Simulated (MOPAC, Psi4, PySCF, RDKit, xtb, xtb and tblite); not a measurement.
Internal rotation in C4H4O, SMILES C(C=O)C#C. Scanned: dihedral C2–C3–C4–O5; all other coordinates were relaxed at GFN2-xTB. Points at φ and −φ are mirror images.

Geometry of the scan point at 165° (Å):
```
9

C      2.0923    -0.4676     0.0331
C      0.9168    -0.3725     0.2340
C     -0.5067    -0.2384     0.4479
C     -1.1573     0.7196    -0.5204
O     -2.3379     0.7953    -0.7041
H      3.1239    -0.5631    -0.1298
H     -1.0023    -1.2114     0.3831
H     -0.6892     0.1507     1.4567
H     -0.4436     1.3795    -1.0498
```

Computed with: GFN2-xTB (xtb and tblite); MMFF94 // GFN2-xTB (RDKit); B3LYP/def2-TZVP // GFN2-xTB (Psi4); B3LYP-D3(BJ)/def2-TZVP // GFN2-xTB (Psi4); PBE/def2-TZVP // GFN2-xTB (Psi4); PBE-D3(BJ)/def2-TZVP // GFN2-xTB (Psi4); MP2/cc-pVTZ = DF-MP2 (frozen core)/cc-pVTZ // GFN2-xTB (Psi4 1.11); HF/cc-pVTZ // GFN2-xTB (Psi4); PM6, restricted, heats of formation // GFN2-xTB (MOPAC); PM3, restricted, heats of formation // GFN2-xTB (MOPAC); GFN1-xTB // GFN2-xTB (xtb); RKS-B3LYP/6-31G* = restricted B3LYP/6-31G*, spherical d // GFN2-xTB (PySCF); RHF/STO-3G = restricted Hartree-Fock/STO-3G // GFN2-xTB run with PySCF; RHF/6-31G* = restricted Hartree-Fock/6-31G*, spherical d // GFN2-xTB run with PySCF; RKS-B3LYP/LANL2DZ = restricted B3LYP/LANL2DZ // GFN2-xTB in PySCF 2.14.0.

Least-squares fit of E(φ) = a0 + Σ (a_n cos nφ + b_n sin nφ), n = 1 to 4, to the 24 scan points, in kJ/mol above the lowest point of each profile (levels whose profile four harmonics don't fit are not listed):

```json
[
 {"method": "GFN2-xTB", "a0": "3.83", "a1": "3.91", "b1": "0.00", "a2": "-0.88", "b2": "0.00", "a3": "-1.99", "b3": "0.00", "a4": "-0.37", "b4": "0.00", "rms of fit": "0.12"},
 {"method": "MMFF94", "a0": "6.24", "a1": "4.27", "b1": "0.00", "a2": "-2.28", "b2": "0.00", "a3": "-3.73", "b3": "0.00", "a4": "0.63", "b4": "0.00", "rms of fit": "0.07"},
 {"method": "B3LYP/def2-TZVP", "a0": "5.32", "a1": "4.72", "b1": "0.00", "a2": "-2.68", "b2": "0.00", "a3": "-3.23", "b3": "0.00", "a4": "-0.26", "b4": "0.00", "rms of fit": "0.09"},
 {"method": "B3LYP-D3(BJ)/def2-TZVP", "a0": "5.17", "a1": "4.59", "b1": "0.00", "a2": "-2.57", "b2": "0.00", "a3": "-3.23", "b3": "0.00", "a4": "-0.30", "b4": "0.00", "rms of fit": "0.09"},
 {"method": "PBE/def2-TZVP", "a0": "5.08", "a1": "4.54", "b1": "0.00", "a2": "-2.60", "b2": "0.00", "a3": "-3.27", "b3": "0.00", "a4": "-0.40", "b4": "0.00", "rms of fit": "0.11"},
 {"method": "PBE-D3(BJ)/def2-TZVP", "a0": "5.00", "a1": "4.47", "b1": "0.00", "a2": "-2.54", "b2": "0.00", "a3": "-3.28", "b3": "0.00", "a4": "-0.42", "b4": "0.00", "rms of fit": "0.12"},
 {"method": "MP2/cc-pVTZ", "a0": "4.68", "a1": "4.01", "b1": "0.00", "a2": "-2.34", "b2": "0.00", "a3": "-3.20", "b3": "0.00", "a4": "-0.35", "b4": "0.00", "rms of fit": "0.09"},
 {"method": "HF/cc-pVTZ", "a0": "6.22", "a1": "5.51", "b1": "0.00", "a2": "-2.79", "b2": "0.00", "a3": "-3.48", "b3": "0.00", "a4": "-0.02", "b4": "0.00", "rms of fit": "0.08"},
 {"method": "PM6", "a0": "7.21", "a1": "5.86", "b1": "0.00", "a2": "-1.64", "b2": "0.00", "a3": "-0.29", "b3": "0.00", "a4": "0.22", "b4": "0.00", "rms of fit": "0.12"},
 {"method": "PM3", "a0": "3.55", "a1": "3.31", "b1": "0.00", "a2": "-1.29", "b2": "0.00", "a3": "-1.10", "b3": "0.00", "a4": "0.31", "b4": "0.00", "rms of fit": "0.10"},
 {"method": "GFN1-xTB", "a0": "3.52", "a1": "3.42", "b1": "0.00", "a2": "-1.01", "b2": "0.00", "a3": "-1.48", "b3": "0.00", "a4": "-0.12", "b4": "0.00", "rms of fit": "0.08"},
 {"method": "RKS-B3LYP/6-31G*", "a0": "5.07", "a1": "4.24", "b1": "0.00", "a2": "-3.11", "b2": "0.00", "a3": "-3.12", "b3": "0.00", "a4": "-0.31", "b4": "0.00", "rms of fit": "0.12"},
 {"method": "RHF/STO-3G", "a0": "3.46", "a1": "1.65", "b1": "0.00", "a2": "-1.47", "b2": "0.00", "a3": "-2.65", "b3": "0.00", "a4": "0.48", "b4": "0.00", "rms of fit": "0.14"},
 {"method": "RHF/6-31G*", "a0": "6.11", "a1": "5.28", "b1": "0.00", "a2": "-3.32", "b2": "0.00", "a3": "-3.16", "b3": "0.00", "a4": "-0.06", "b4": "0.00", "rms of fit": "0.12"},
 {"method": "RKS-B3LYP/LANL2DZ", "a0": "6.45", "a1": "5.49", "b1": "0.00", "a2": "-3.56", "b2": "0.00", "a3": "-2.97", "b3": "0.00", "a4": "-0.04", "b4": "0.00", "rms of fit": "0.10"}
]
```
